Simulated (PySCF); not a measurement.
Compound: (H3Si)2NH.
Cartesian coordinates in Å at the PBE0-D3(BJ)/def2-SVP level; atoms count from 1:
```xyz
10
H7NSi2 angstrom
Si    -0.4332    1.0008    1.1398
H      0.4824    2.0343    1.7181
H     -1.3170    1.6287    0.1150
H     -1.2817    0.4898    2.2638
N      0.4648   -0.2610    0.3449
Si     0.2772   -0.9048   -1.2617
H      1.5846   -0.9264   -1.9905
H     -0.6871   -0.0238   -1.9826
H     -0.2494   -2.3074   -1.2687
H      1.1594   -0.7302    0.9217
```

Method: TDDFT wB97X-D/def2-SVPD, vertical, gas phase, core orbitals frozen in the response (PySCF).

Computed states:

```tsv
state	E (eV)	f
S1	6.27	0.0034
S2	7.43	0.050
S3	7.73	0.012
S4	7.76	0.0021
S5	7.97	0.0003
S6	7.98	0.0004
S7	8.37	0.0000
S8	8.51	0.0066
S9	8.53	0.028
S10	8.76	0.011
```

Each state is given a Gaussian of 0.5 eV full width at half maximum, with ε(max) = 2.175×10⁸ f / Δν̃ (Δν̃ the width in cm⁻¹). The cross-section is σ = 3.8235×10⁻²¹ ε cm², given in Mb (10⁻¹⁸ cm²). The width is an assumption, not a result. The curve ends short of the highest state used, and states not computed would add to its high-energy end.

Question: What does the envelope look like, and where are its maxima?

Answer: 
```tsv
λ (nm)	σ (Mb)
152.0	2.16
153.7	1.81
155.4	2.27
157.1	3.36
158.8	4.92
160.5	6.81
162.1	8.68
163.8	10.40
165.5	11.36
167.2	11.23
168.9	9.99
170.6	8.01
172.3	5.79
174.0	3.78
175.7	2.25
177.4	1.22
179.1	0.61
180.8	0.29
182.5	0.15
184.2	0.11
185.9	0.13
187.5	0.19
189.2	0.28
190.9	0.39
192.6	0.50
194.3	0.60
196.0	0.67
197.7	0.69
199.4	0.68
201.1	0.62
202.8	0.54
204.5	0.44
206.2	0.34
207.9	0.25
209.6	0.18
211.3	0.12
212.9	0.08
214.6	0.05
216.3	0.03
218.0	0.02
219.7	0.01
221.4	0.01
223.1	0.00
224.8	0.00
```

Maxima: 198 nm (6.27 eV), ε about 180, made up of S1 (100%); 166 nm (7.46 eV), ε about 3000, made up of S2 (89%) (ε in L mol⁻¹ cm⁻¹; maxima over ε = 5, shares over 10%). At its high-energy end, 8.16 eV, the curve is still rising (ε about 570, from S3, S8 and S9).

Question: On this curve, what absorbance would a 10⁻⁵ mol/L sample give at 222 nm over a 1 cm path?

Answer: 222 nm is 5.585 eV, where ε is about 1.1 L mol⁻¹ cm⁻¹, so A = ε c l ≈ 1.1e-05 (Beer–Lambert, with the gas-phase spectrum and the assumed width).

Question: Does any computed singlet lie in the visible range?

Answer: No computed singlet lies in the visible range (380 to 750 nm); the lowest, at 198 nm, stands 3.00 eV above its violet end (3.26 eV).

Question: Coming from long wavelengths, where does ε first pass 100 L mol⁻¹ cm⁻¹?

Answer: At about 205 nm (6.04 eV), 0.23 eV below S1.

All these states lie below the vertical ionisation energy of 9.61 eV (ΔSCF).

On x86-64 server, one thread, shared host, this took 6.8 s.
